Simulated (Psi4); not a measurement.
# r2SCAN/def2-SVP run of C2F3N (trifluoromethylisocyanide)

Aim: the vertical ionisation energy of C2F3N (trifluoromethylisocyanide) at r2SCAN/def2-SVP, from 2 runs. 

Program for the calculation: Psi4 1.11.

3 further runs of the same task are left out: 3 that didn't finish.

## 1. Starting point

The species is C2F3N (6 atoms), meant as a singlet with charge 0. As SMILES, `[C-]#[N+]C(F)(F)F`. The shape is that of a PBE0-D4/def2-TZVP optimisation.

Bond lengths: C1–N2 1.169 Å, N2–C3 1.402 Å, C3–F4 1.323 Å, C3–F5 1.323 Å, C3–F6 1.323 Å. Angles: C1–N2–C3 180.0°, N2–C3–F4 110.1°, N2–C3–F5 110.1°, N2–C3–F6 110.1°, F4–C3–F5 108.8°, F4–C3–F6 108.8°, F5–C3–F6 108.8°.

## 2. Energy and gradient at r2SCAN/def2-SVP

Contents of c2f3n.json:

```json
{
 "schema_name": "qcschema_input",
 "schema_version": 1,
 "molecule": {
  "schema_name": "qcschema_molecule",
  "schema_version": 2,
  "symbols": ["C", "N", "C", "F", "F", "F"],
  "geometry": [1.60224209, -3.28540225, 1.71218636, 0.72559814, -1.48685541, 0.77529794, -0.32616673, 0.66886856, -0.34854109, -2.43991989, 0.06999546, -1.5428102, 1.28083747, 1.65067577, -1.99364216, -0.84259108, 2.38271788, 1.39750916],
  "molecular_charge": 0,
  "molecular_multiplicity": 1,
  "fix_symmetry": "c1"
 },
 "driver": "gradient",
 "model": {
  "method": "r2scan",
  "basis": "def2-SVP"
 },
 "keywords": {
  "reference": "rks",
  "puream": true,
  "e_convergence": 1e-09,
  "d_convergence": 1e-08,
  "scf_type": "pk",
  "dft_radial_points": 99,
  "dft_spherical_points": 590,
  "scf_properties": ["MAYER_INDICES", "MULLIKEN_CHARGES", "QUADRUPOLE"]
 }
}
```

Run with:

```sh
$ psi4 --qcschema c2f3n.json -n 1 --memory 2200MB
```

stdout:

```text
[...]
  Running in c1 symmetry.
[...]
  Nuclear repulsion =  237.787180708941150
[...]
  Multiplicity = 1
[...]
  Nalpha       = 23
  Nbeta        = 23
[...]
    Number of basis functions: 84
[...]
   @RKS iter   1:  -429.77416498751199   -1.16195e-01   7.02277e-03 ADIIS/DIIS
[...]
   @RKS iter  11:  -429.91020972176108   -4.54747e-13   8.03499e-09 DIIS
[...]
    Orbital Energies [Eh]
    ---------------------
    Doubly Occupied:
       1A    -24.567816     2A    -24.567734     3A    -24.567727
       4A    -14.254022     5A    -10.382679     6A    -10.139117
       7A     -1.314905     8A     -1.216303     9A     -1.216297
      10A     -0.964361    11A     -0.766588    12A     -0.649301
      13A     -0.605760    14A     -0.605759    15A     -0.468773
      16A     -0.468764    17A     -0.449748    18A     -0.439020
      19A     -0.439018    20A     -0.405640    21A     -0.381140
      22A     -0.381133    23A     -0.312702
[...]
  @RKS Final Energy:  -429.91020972176108
   => Energetics <=
    Nuclear Repulsion Energy =            237.7871807089411504
    One-Electron Energy =               -1064.6590204166764124
    Two-Electron Energy =                 445.8196976322686282
    DFT Exchange-Correlation Energy =     -48.8580676462944297
    Empirical Dispersion Energy =           0.0000000000000000
    VV10 Nonlocal Energy =                  0.0000000000000000
    Total Energy =                       -429.9102097217610776
[...]
 Multipole Moments:
 ------------------------------------------------------------------------------------
     Multipole            Electronic (a.u.)      Nuclear  (a.u.)        Total (a.u.)
 ------------------------------------------------------------------------------------
 L = 1.  Multiply by 2.5417464519 to convert [e a0] to [Debye]
 Dipole X            :         -0.9917634            0.7999949           -0.1917685
 Dipole Y            :          2.0333462           -1.6399547            0.3933915
 Dipole Z            :         -1.0597595            0.8548547           -0.2049048
 Magnitude           :                                                    0.4832370
 L = 2.  Multiply by 1.3450342976 to convert [e a0^2] to [Debye ang]
 Quadrupole XX       :       -117.6592292           93.8682494          -23.7909797
 Quadrupole XY       :         41.2915219          -39.8091149            1.4824070
[...]
  Mulliken Charges: (a.u.)
   Center  Symbol    Alpha    Beta     Spin     Total
       1     C     3.02898  3.02898  0.00000 -0.05795
       2     N     3.57188  3.57188  0.00000 -0.14376
       3     C     2.69138  2.69138  0.00000  0.61724
       4     F     4.56926  4.56926  0.00000 -0.13852
       5     F     4.56925  4.56925  0.00000 -0.13851
       6     F     4.56925  4.56925  0.00000 -0.13849
   Total alpha = 23.00000, Total beta = 23.00000, Total charge =  0.00000
  Mayer Bond Indices:
[...]
  -Total Gradient:
     Atom            X                  Y                   Z
    ------   -----------------  -----------------  -----------------
       1       -0.011371851740     0.023320096610    -0.012152213901
       2        0.009538618159    -0.019583967013     0.010195007309
       3        0.000204514537    -0.000406524139     0.000228085260
       4        0.004774989567     0.001855230912     0.002598725777
       5       -0.004008653755    -0.001865928560     0.003643726990
       6        0.001016098137    -0.003598289292    -0.004366347419
[...]
```

The result, in JSON:

```text
{
 "driver": "gradient",
 "model": {
  "method": "r2scan",
  "basis": "def2-SVP"
 },
 "success": true,
 "return_result": [-0.011371851739567784, 0.023320096610402907, -0.01215221390127652, 0.009538618159462914, -0.019583967013437453, 0.010195007309411391, 0.00020451453731770708, -0.0004065241389072105, 0.0002280852598498806, 0.00477498956669703, 0.0018552309118312071, 0.0025987257771883654, -0.004008653754834668, -0.0018659285597446007, 0.003643726990212315, 0.0010160981366340166, -0.0035982892922402643, -0.004366347418624905],
 "properties": {
  "calcinfo_nbasis": 84,
  "calcinfo_nmo": 84,
  "calcinfo_nalpha": 23,
  "calcinfo_nbeta": 23,
  "calcinfo_natom": 6,
  "nuclear_repulsion_energy": 237.78718070894115,
  "return_energy": -429.9102097217611,
  "return_gradient": [-0.011371851739567784, 0.023320096610402907, -0.01215221390127652, 0.009538618159462914, -0.019583967013437453, 0.010195007309411391, 0.00020451453731770708, -0.0004065241389072105, 0.0002280852598498806, 0.00477498956669703, 0.0018552309118312071, 0.0025987257771883654, -0.004008653754834668, -0.0018659285597446007, 0.003643726990212315, 0.0010160981366340166, -0.0035982892922402643, -0.004366347418624905],
  "scf_one_electron_energy": -1064.6590204166764,
  "scf_two_electron_energy": 445.8196976322686,
  "scf_xc_energy": -48.85806764629443,
  "scf_dipole_moment": [-0.19176852264854716, 0.3933914607046156, -0.20490478671873902],
  "scf_total_energy": -429.9102097217611,
  "scf_total_gradient": [-0.011371851739567784, 0.023320096610402907, -0.01215221390127652, 0.009538618159462914, -0.019583967013437453, 0.010195007309411391, 0.00020451453731770708, -0.0004065241389072105, 0.0002280852598498806, 0.00477498956669703, 0.0018552309118312071, 0.0025987257771883654, -0.004008653754834668, -0.0018659285597446007, 0.003643726990212315, 0.0010160981366340166, -0.0035982892922402643, -0.004366347418624905],
  "scf_iterations": 11
 }
}
```

Wall time 26 s (1 thread of AMD EPYC 9R45 (Zen 5), shared host); peak memory 1.2 GiB.

## 3. The doublet cation: a single-point energy at U-r2SCAN/def2-SVP

Contents of job.inp:

```
memory 2200 mb

molecule system {
  1 2
  C      0.847870    -1.738560     0.906050
  N      0.383970    -0.786810     0.410270
  C     -0.172600     0.353950    -0.184440
  F     -1.291150     0.037040    -0.816420
  F      0.677790     0.873500    -1.054990
  F     -0.445880     1.260880     0.739530
  symmetry c1
  no_reorient
  no_com
}

set {
  reference uks
  puream true
  e_convergence 1e-09
  d_convergence 1e-08
  scf_type pk
  dft_radial_points 99
  dft_spherical_points 590
  maxiter 100
}

e, wfn = energy("r2scan/def2-SVP", return_wfn=True)
oeprop(wfn, "MULLIKEN_CHARGES", "WIBERG_LOWDIN_INDICES", "LOWDIN_CHARGES")
```

Run with:

```sh
$ psi4 -i job.inp -o job.out -n 1
```

job.out, cut to the lines that bear on the results:

```text
[...]
  Running in c1 symmetry.
[...]
  Nuclear repulsion =  237.787180612646182
[...]
  Multiplicity = 2
[...]
  Nalpha       = 23
  Nbeta        = 22
[...]
    Number of basis functions: 84
[...]
   @UKS iter   1:  -429.32263462664537    3.35335e-01   7.04036e-03 ADIIS/DIIS
[...]
   @UKS iter  15:  -429.45739680373492   -7.16227e-12   6.34890e-09 DIIS
[...]
   @S^2 Observed:                8.103640623E-01
[...]
  @UKS Final Energy:  -429.45739680373492
   => Energetics <=
    Nuclear Repulsion Energy =            237.7871806126461820
    One-Electron Energy =               -1053.3573494228703566
    Two-Electron Energy =                 434.5985381458766597
    DFT Exchange-Correlation Energy =     -48.4857661393873300
    Empirical Dispersion Energy =           0.0000000000000000
    VV10 Nonlocal Energy =                  0.0000000000000000
    Total Energy =                       -429.4573968037349232
[...]
 Multipole Moments:
 ------------------------------------------------------------------------------------
     Multipole            Electronic (a.u.)      Nuclear  (a.u.)        Total (a.u.)
 ------------------------------------------------------------------------------------
 L = 1.  Multiply by 2.5417464519 to convert [e a0] to [Debye]
 Dipole X            :          6.3324875           -5.2794224            1.0530652
 Dipole Y            :        -12.9824200           10.8233119           -2.1591081
 Dipole Z            :          6.7668684           -5.6415317            1.1253367
 Magnitude           :                                                    2.6527489
[...]
  Mulliken Charges: (a.u.)
   Center  Symbol    Alpha    Beta     Spin     Total
       1     C     3.37245  2.09233  1.28012  0.53522
       2     N     3.33556  3.63548 -0.29992  0.02896
       3     C     2.68129  2.65437  0.02692  0.66434
       4     F     4.53690  4.53929 -0.00239 -0.07619
       5     F     4.53690  4.53927 -0.00237 -0.07617
       6     F     4.53690  4.53926 -0.00236 -0.07615
   Total alpha = 23.00000, Total beta = 22.00000, Total charge =  1.00000
  Lowdin Charges: (a.u.)
   Center  Symbol    Alpha    Beta     Spin     Total
[...]
```

Wall time 46 s (1 thread of AMD EPYC 9R45 (Zen 5), shared host); peak memory 1.2 GiB.

## 4. Summary of results

At r2SCAN/def2-SVP:

| quantity | value |
| --- | --- |
| singlet C2F3N: total energy | -429.91021 Eh |
| singlet C2F3N: dipole moment | 1.23 D |
| singlet C2F3N: HOMO energy | -8.51 eV |
| singlet C2F3N: LUMO energy | -1.60 eV |
| singlet C2F3N: HOMO–LUMO gap | 6.91 eV |
| singlet C2F3N: largest force on an atom | 1.473 eV/Å |
| doublet cation: total energy | -429.45740 Eh |
| doublet cation: HOMO energy (highest over α and β) | -16.36 eV |
| doublet cation: LUMO energy (lowest over α and β) | -15.17 eV |
| doublet cation: ⟨S²⟩ | 0.810 |
| vertical ionisation energy (to the doublet cation) | 12.322 eV |

**Reading.** The vertical ionisation energy comes to 12.32 eV (284 kcal/mol). The largest force (singlet C2F3N) is 1.47 eV/Å: the shape isn't a stationary point for this species at this level. −ε(HOMO) before ionisation, 8.51 eV, is 3.81 eV below this ionisation energy. Mulliken charges (singlet C2F3N) run from -0.14 on N2 to +0.62 on C3. Mulliken charges (doublet cation) run from -0.08 on F4 to +0.66 on C3; they depend strongly on the basis.
